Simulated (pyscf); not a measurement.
Optimised with ωB97X-D3(BJ)/def2-SVP in PySCF. Correlated levels are frozen-core, on RHF or UHF. ΔMP2 is the change of the MP2 total energy from the triple- to the quadruple-zeta basis.

Q: Estimate by transition-state theory the rate constant of Cl–Si:–Cl [singlet] + H₂O -> HCl + HO–Si:–Cl [singlet] (singlet surface; Cl–Si, H–O broken, Cl–H, O–Si formed) at 298 K, with CCSD(T)/def2-TZVPP + ΔMP2(QZVPP) energies (ideal gas, 1 atm, RRHO with modes under 100 cm⁻¹ raised to 100, one conformer, R ln 2 for chiral ones without a mode under 150 cm⁻¹; no tunnelling).

A: The electronic barrier is 6.8 kcal/mol and the thermal terms add +8.3, so ΔG‡ = 15.2 kcal/mol. With k_BT/h = 6.21e+12 s⁻¹ and RT = 0.592 kcal/mol, and a volume of 4.06e-20 cm³ per molecule at 1 atm, k = 1.9e-18 cm³ molecule⁻¹ s⁻¹. Wigner's tunnelling factor for 827i cm⁻¹ would be 1.66, likely too low at so high a frequency. A shift of 1 kcal/mol in the barrier changes k by a factor 5.4. On the reactant side the descent ends in an adduct with a O–Si contact, 15.0 kcal/mol under the separated species and 18.6 kcal/mol under the saddle at ωB97X-D3(BJ)/def2-TZVP. What is counted as formed (O–Si) is already present as a longer contact in the reactant adduct; forming that adduct is a step of its own. At ωB97X-D3(BJ) the barrier from the zero used here is 3.6 kcal/mol. One saddle was located; it need not be the lowest between these sides. The CCSD(T) − MP2 part came from Ansatz, without density fitting, on the same reference.
